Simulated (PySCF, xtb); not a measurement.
CH3O, SMILES [CH2]O, multiplicity 2.

Coordinates come from a B3LYP-D3(BJ)/def2-TZVP optimisation. The isomer is the one that the SMILES or the coordinates give; other isomers of the formula were not compared.

Computed with IEF-PCM-B3LYP/def2-TZVPD (PySCF).

The values are the electrostatic part of the solvation free energy, E(continuum) − E(gas) at the gas-phase geometry, in a cavity of scaled van der Waals radii (PySCF's table); cavitation and dispersion terms are not included. The dipole moment in vacuum is 1.47 D.

| solvent | ε | ΔG(elec) (kcal/mol) | dipole (D) |
|---|---|---|---|
| water | 78.36 | -4.6 | 1.86 |
| acetonitrile | 35.69 | -4.5 | 1.85 |
| acetone | 20.49 | -4.4 | 1.83 |

For comparison, GFN2-xTB/ALPB(water) (xtb, at the GFN2-xTB geometry, all terms of that model) gives -4.6 kcal/mol.
